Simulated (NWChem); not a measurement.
The numbers come from NWChem runs, not from measurements. System: chloromethane (CH3Cl), charge 0, spin multiplicity 1, at a geometry optimised with PBE/def2-SVP. Level: G0W0@PBE0/def2-QZVP, RI basis def2-qzvp-rifit.

Output (cleaned and shortened):

```
             Northwest Computational Chemistry Package (NWChem) 7.3.0
             --------------------------------------------------------

                                NWChem Input Module
                                -------------------

 Scaling coordinates for geometry "geometry" by  1.889725989
 (inverse scale =  0.529177249)

 Turning off AUTOSYM since
 SYMMETRY directive was detected!

                             Geometry "geometry" -> ""
                             -------------------------

 Output coordinates in angstroms (scale by  1.889725989 to convert to a.u.)

  No.       Tag          Charge          X              Y              Z
 ---- ---------------- ---------- -------------- -------------- --------------
    1 C                    6.0000     1.12787200    -0.05681800     0.00000000
    2 Cl                  17.0000    -0.66097100     0.03329700     0.00000000
    3 H                    1.0000     1.46348300    -0.59668600     0.90464700
    4 H                    1.0000     1.46348300    -0.59668600    -0.90464700
    5 H                    1.0000     1.54231100     0.96822800     0.00000000

 Effective nuclear repulsion energy (a.u.)      50.9037397874

            Nuclear Dipole moment (a.u.)
            ----------------------------
        X                 Y               Z
 ---------------- ---------------- ----------------
     0.0000037795    -0.0000056692     0.0000000000

      Symmetry information
      --------------------

 Group name             Cs
 Group number              2
 Group order               2
 No. of unique centers     4

      Symmetry unique atoms

     1    2    3    5


 Summary of "ao basis" -> "" (spherical)
 ------------------------------------------------------------------------------
       Tag                 Description            Shells   Functions and Types
 ---------------- ------------------------------  ------  ---------------------
 *                         def2-qzvp                  on all atoms

 new library libraries.bse/

 Summary of "ri basis" -> "" (spherical)
 ------------------------------------------------------------------------------
       Tag                 Description            Shells   Functions and Types
 ---------------- ------------------------------  ------  ---------------------
 *                      def2-qzvp-rifit               on all atoms

                                 NWChem DFT Module
                                 -----------------
[...]
  ----- ------------  ---------------      ----- ------------  ---------------
   131      3.043088  3 H  s                161     -3.043088  4 H  s
   130     -2.116784  3 H  s                160      2.116784  4 H  s
    19     -1.688664  1 C  pz                16      1.625077  1 C  pz
    31     -0.558117  1 C  d -1             140      0.451744  3 H  pz
   170      0.451744  4 H  pz               139     -0.305368  3 H  py

 center of mass
 --------------
 x =  -0.19182464 y =   0.00966312 z =   0.00000000

 moments of inertia (a.u.)
 ------------------
          12.099563690257           6.312964975418           0.000000000000
           6.312964975418         137.097804434010           0.000000000000
           0.000000000000           0.000000000000         137.415854637899

     Multipole analysis of the density
     ---------------------------------

     L   x y z        total         alpha         beta         nuclear
     -   - - -        -----         -----         ----         -------
     0   0 0 0     -0.000000    -13.000000    -13.000000     26.000000

     1   1 0 0      0.761801      0.380899      0.380899      0.000004
     1   0 1 0     -0.038377     -0.019186     -0.019186     -0.000006
     1   0 0 1      0.000000      0.000000      0.000000      0.000000

     2   2 0 0    -13.445774    -45.507975    -45.507975     77.570177
     2   1 1 0     -0.068356      1.772447      1.772447     -3.613251
     2   1 0 1     -0.000000     -0.000000     -0.000000      0.000000
     2   0 2 0    -14.799134    -10.413101    -10.413101      6.027068
     2   0 1 1     -0.000000     -0.000000     -0.000000      0.000000
     2   0 0 2    -14.802585    -10.323802    -10.323802      5.845019

 Task  times  cpu:       86.6s     wall:       86.6s

                                NWChem Input Module
                                -------------------

                                 NWChem GW Module
                                 ----------------

                             ***********************
                             ***        GW       ***
                             ***********************

 Summary of "ri basis" -> "ri basis" (spherical)
 ------------------------------------------------------------------------------
       Tag                 Description            Shells   Functions and Types
 ---------------- ------------------------------  ------  ---------------------
 C                      def2-qzvp-rifit             33      141   9s8p7d5f3g1h
 Cl                     def2-qzvp-rifit             41      167   12s10p9d6f3g1h
 H                      def2-qzvp-rifit             16       56   6s4p3d2f1g

                 Memory Information
                 ------------------
          Available GA per process is          1699.6 MBs
          Available stack per process is        700.0 MBs
          Available heap per process is           0.0 MBs

          Peak memory in Initialization
              Peak GA per process is                 14.1 MBs
              Peak stack per process is               0.6 MBs
              Peak heap per process is               14.6 MBs
              Memory not in MA per process            0.0 MBs

          Peak memory in CDGW Calculation
              Peak GA per process is                 17.7 MBs
              Peak stack per process is               3.5 MBs
              Peak heap per process is                4.3 MBs
              Memory not in MA per process            0.0 MBs

          Computing 2-center integrals
          Computing Inverse Cholesky factor
          Computing 3-center integrals
          Computing Vxc

          Computing Sigma_x
          Computing W(iw) on the imaginary grid
          Solving quasiparticle equations

                  Alpha Orbitals
          State     Energy (eV)     Error (eV)
          -----------------------------------
@GW        10        -15.472           0.002
@GW        11        -14.279           0.002
@GW        12        -11.220           0.002
@GW        13        -11.220           0.002
@GW        14          2.090           0.005
@GW        15          2.845           0.003

     GW Timing Statistics
   ------------------------
   Init.   :          0.2s
     ERIs  :          5.3s
     Distr.:          0.0s
     Vxc   :         10.0s
   Vmo     :          0.0s
   iW      :          5.1s
   I_n     :          0.0s
   R_n     :          0.4s
   GW total:         21.1s

 Task  times  cpu:       21.1s     wall:       21.1s

 Total times  cpu:      107.8s     wall:      107.8s
```

Task: Write an NWChem input that would produce this output.

Result: This is not unique; one that fits is 
```
start mol
memory heap 200 mb stack 700 mb global 1700 mb
geometry units angstroms nocenter noautoz
  C      1.127872    -0.056818     0.000000
  Cl    -0.660971     0.033297     0.000000
  H      1.463483    -0.596686     0.904647
  H      1.463483    -0.596686    -0.904647
  H      1.542311     0.968228     0.000000
  symmetry group Cs
end
basis spherical
  * library def2-qzvp
end
basis "ri basis" bse spherical
  * library def2-qzvp-rifit
end
dft
  xc pbe0
  iterations 100
  direct
  tolerances tight
end
task dft energy
gw
  method cdgw
  states alpha occ 4 vir 2
end
task dft gw
```
